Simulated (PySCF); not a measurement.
Species: C5H9O (charge +1).
Atom-mapped SMILES: `[CH3:1][CH:2]([CH3:3])[CH2:4][C:5]#[O+:6]` (hydrogens: H7, H8, H9 on C1; H10 on C2; H11, H12, H13 on C3; H14, H15 on C4)

Cartesian coordinates in Å at the GFN2-xTB level; atoms count from 1:
```xyz
15
C5H9O angstrom
C      0.1366    1.4222    0.3467
C     -0.2201    0.1266   -0.3591
C     -1.6123   -0.3569    0.0093
C      0.8036   -1.0204    0.0751
C      2.0429   -0.7744   -0.4559
O      3.0116   -0.4956   -0.9449
H     -0.5543    2.2008    0.0322
H      1.1428    1.7576    0.1061
H      0.0477    1.3206    1.4260
H     -0.1503    0.2527   -1.4422
H     -1.7009   -0.5332    1.0779
H     -1.8840   -1.2635   -0.5240
H     -2.3308    0.4126   -0.2631
H      0.4257   -1.9893   -0.2783
H      0.8376   -1.0518    1.1720
```

Vertical excitations from PySCF (density fitting, frozen core in the response, grid level 2 and gas phase unless stated; continuum runs use non-equilibrium linear response for the excitations) on a GFN2-xTB geometry. Reference run:

```csv
settings,"S1, eV (f)","S2, eV (f)","S3, eV (f)","S4, eV (f)","S5, eV (f)","S6, eV (f)","T1, eV (Tamm–Dancoff)",mean α (au)
"PBE0/def2-SVPD, full TDDFT, 6 singlets",5.78 (0.001),5.83 (0.000),5.86 (0.000),5.95 (0.001),6.01 (0.001),6.40 (0.132),5.55,58.3
```

Question: What do these settings give: PBE0/6-31G-J, TDA, 3 singlets?

Answer: 
```tsv
settings	S1, eV (f)	S2, eV (f)	S3, eV (f)	S4, eV (f)	S5, eV (f)	S6, eV (f)	T1, eV (Tamm–Dancoff)	mean α (au)
PBE0/6-31G-J, TDA, 3 singlets	5.60 (0.002)	5.66 (0.000)	5.68 (0.001)	–	–	–	5.40	51.9
```

S1 moves by -0.18 eV; basis and response scheme change together, so the shift can't be laid on one. States are counted by energy in each run and needn't keep their character from row to row.

Question: Which orbital pairs make up S1 in each run, and how does it sit against the orbital gap?

Answer: 
```csv
settings,S1 configurations (weight),S1 (eV),orbital gap (eV),S1 − gap (eV)
"PBE0/def2-SVPD, full TDDFT, 6 singlets","H→L 0.62, H→L+1 0.22, H−1→L 0.09",5.78,7.02,-1.24
"PBE0/6-31G-J, TDA, 3 singlets","H→L 0.53, H→L+1 0.34",5.60,6.80,-1.20
```

One conformer stands for the species.
